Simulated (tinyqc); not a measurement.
Inside a calculation. Method: UKS/exchange-only LDA in the sto-6g basis, for LiH, spin multiplicity 3. One step of it, computed by the program tinyqc.

Problem. Iteration 1: diagonalisation and new density. Diagonalise F' = X^T F X, C = X C', fill 3 alpha and 1 beta electrons from the bottom; D(s) = C_occ C_occ^T. Each column has its largest component positive (the first on a tie).

F(alpha) (hartree), lower triangle:
```
            1Li 1s     1Li 2s    1Li 2px   1Li 2py    1Li 2pz      2H 1s
1Li 1s   -1.591257
1Li 2s   -0.467942  -0.190547
1Li 2px   0.000000   0.000000   0.048555
1Li 2py   0.000000   0.000000  -0.008358  0.035447
1Li 2pz  -0.002720  -0.059653   0.000000  0.000000  -0.015032
2H 1s    -0.066338  -0.158954   0.000000  0.000000  -0.197823  -0.320216
```

F(beta) (hartree), lower triangle:
```
            1Li 1s     1Li 2s   1Li 2px   1Li 2py    1Li 2pz     2H 1s
1Li 1s   -1.576971
1Li 2s   -0.451977  -0.046011
1Li 2px   0.000000   0.000000  0.174923
1Li 2py   0.000000   0.000000  0.013365  0.195530
1Li 2pz   0.000973  -0.020895  0.000000  0.000000   0.132128
2H 1s    -0.063243  -0.079441  0.000000  0.000000  -0.079332  0.032325
```

X, lower triangle:
```
            1Li 1s     1Li 2s   1Li 2px   1Li 2py    1Li 2pz     2H 1s
1Li 1s    1.022314
1Li 2s   -0.127101   1.070440
1Li 2px   0.000000   0.000000  1.000000
1Li 2py   0.000000   0.000000  0.000000  1.000000
1Li 2pz  -0.006661   0.065849  0.000000  0.000000   1.089020
2H 1s     0.016387  -0.195943  0.000000  0.000000  -0.265834  1.136165
```

Give: F' = X^T F X; orbital energies; coefficients C; F' = X^T F X; orbital energies; coefficients C; D(alpha) after iteration 1; D(beta) after iteration 1.

Solution.

F' = X^T F X (alpha) (hartree), lower triangle:
```
         1        2        3       4        5        6
1  -1.5462
2  -0.2790  -0.0690
3   0.0000   0.0000   0.0486
4   0.0000   0.0000  -0.0084  0.0354
5  -0.0041  -0.0041   0.0000  0.0000   0.0704
6   0.0047  -0.1021   0.0000  0.0000  -0.1618  -0.2375
```

orbital energies (alpha) (hartree): MO1 -1.5973, MO2 -0.3351, MO3 0.0011, MO4 0.0314, MO5 0.0526, MO6 0.1490

coefficients C (alpha):
```
             MO1      MO2      MO3     MO4      MO5      MO6
1Li 1s    0.9827  -0.0874  -0.2840  0.0000   0.0000  -0.0867
1Li 2s    0.0661   0.1580   1.0068  0.0000   0.0000   0.4021
1Li 2px   0.0000   0.0000   0.0000  0.4376   0.8992   0.0000
1Li 2py   0.0000   0.0000   0.0000  0.8992  -0.4376   0.0000
1Li 2pz   0.0067   0.1712  -0.2640  0.0000   0.0000   1.0779
2H 1s    -0.0082   0.8588  -0.2775  0.0000   0.0000  -0.7652
```

F' = X^T F X (beta) (hartree), lower triangle:
```
         1        2       3       4        5       6
1  -1.5332
2  -0.2813   0.0759
3   0.0000   0.0000  0.1749
4   0.0000   0.0000  0.0134  0.1955
5  -0.0039   0.0287  0.0000  0.0000   0.2046
6   0.0030  -0.1099  0.0000  0.0000  -0.1566  0.1305
```

orbital energies (beta) (hartree): MO1 -1.5811, MO2 -0.0284, MO3 0.1230, MO4 0.1684, MO5 0.2021, MO6 0.3643

coefficients C (beta):
```
             MO1      MO2      MO3      MO4     MO5      MO6
1Li 1s    0.9866  -0.1339  -0.2373   0.0000  0.0000   0.1185
1Li 2s    0.0527   0.3747   0.8621   0.0000  0.0000  -0.5642
1Li 2px   0.0000   0.0000   0.0000   0.8974  0.4413   0.0000
1Li 2py   0.0000   0.0000   0.0000  -0.4413  0.8974   0.0000
1Li 2pz   0.0024   0.3235  -0.5276   0.0000  0.0000  -0.9370
2H 1s    -0.0065   0.6555  -0.1741   0.0000  0.0000   0.9696
```

D(alpha) after iteration 1, lower triangle:
```
          1Li 1s   1Li 2s  1Li 2px  1Li 2py  1Li 2pz   2H 1s
1Li 1s    1.0541
1Li 2s   -0.2348   1.0430
1Li 2px   0.0000   0.0000   0.0000
1Li 2py   0.0000   0.0000   0.0000   0.0000
1Li 2pz   0.0666  -0.2383   0.0000   0.0000   0.0991
2H 1s    -0.0043  -0.1442   0.0000   0.0000   0.2203  0.8147
```

D(beta) after iteration 1, lower triangle:
```
          1Li 1s   1Li 2s  1Li 2px  1Li 2py  1Li 2pz   2H 1s
1Li 1s    0.9733
1Li 2s    0.0520   0.0028
1Li 2px   0.0000   0.0000   0.0000
1Li 2py   0.0000   0.0000   0.0000   0.0000
1Li 2pz   0.0023   0.0001   0.0000   0.0000   0.0000
2H 1s    -0.0064  -0.0003   0.0000   0.0000   0.0000  0.0000
```
